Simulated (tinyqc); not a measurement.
Inside a calculation. Method: Born-Oppenheimer dynamics on the unrestricted PBE/sto-3g surface (energies and gradients from PySCF), for H2O, spin multiplicity 3. Computed by tinyqc, a small Python program that keeps every step (integrals from PySCF). Settings: charge = 0, multiplicity = 3, basis = sto-3g, functional = pbe,pbe, time step (fs) = 0.2, steps = 24. Command: `OMP_NUM_THREADS=1 python tinyqc.py 30166 30167 out.jsonl` (the two numbers bound the seeds that draw the settings). One thread of a shared host (Intel(R) Xeon(R) Processor @ 2.60GHz), about 20 s of CPU time with the checks.

positions (bohr):
```
,x,y,z
1O,0.015118,0.054802,-0.111494
2H,0.028346,1.598708,1.018562
3H,-0.049133,-1.523119,0.990216
```

The total energy should stay constant up to terms of order dt^2; the step counts as short enough if it moves by less than 2 % of the largest kinetic energy.

Trajectory:
```
time (fs),1O-2H (angstrom),potential (hartree),kinetic (hartree),total (hartree)
0.000000,1.012493,-74.91001158,0.00307630,-74.90693528
0.200000,1.019110,-74.91571045,0.00873281,-74.90697764
0.400000,1.030369,-74.92503454,0.01799351,-74.90704103
0.600000,1.045946,-74.93697323,0.02986004,-74.90711320
0.800000,1.065424,-74.95035721,0.04317500,-74.90718221
1.000000,1.088321,-74.96404001,0.05680074,-74.90723926
1.200000,1.114121,-74.97703812,0.06975846,-74.90727966
1.400000,1.142304,-74.98861072,0.08130854,-74.90730218
1.600000,1.172367,-74.99828208,0.09097335,-74.90730873
1.800000,1.203838,-75.00581951,0.09851623,-74.90730328
2.000000,1.236292,-75.01118483,0.10389532,-74.90728952
2.200000,1.269347,-75.01447961,0.10720891,-74.90727070
2.400000,1.302670,-75.01589411,0.10864412,-74.90725000
2.600000,1.335973,-75.01566427,0.10843496,-74.90722931
2.800000,1.369009,-75.01404137,0.10683185,-74.90720952
3.000000,1.401569,-75.01127284,0.10408137,-74.90719147
3.200000,1.433474,-75.00758998,0.10041443,-74.90717556
3.400000,1.464574,-75.00320171,0.09604006,-74.90716165
3.600000,1.494742,-74.99829281,0.09114320,-74.90714961
3.800000,1.523870,-74.99302399,0.08588461,-74.90713938
4.000000,1.551867,-74.98753292,0.08040208,-74.90713084
4.200000,1.578656,-74.98193609,0.07481235,-74.90712374
4.400000,1.604171,-74.97633111,0.06921325,-74.90711786
4.600000,1.628355,-74.97079900,0.06368598,-74.90711302
4.800000,1.651159,-74.96540639,0.05829735,-74.90710904
```

Is the time step short enough?

Yes. The total energy moves within 3.7e-04 hartree, under 2 % of the largest kinetic energy.
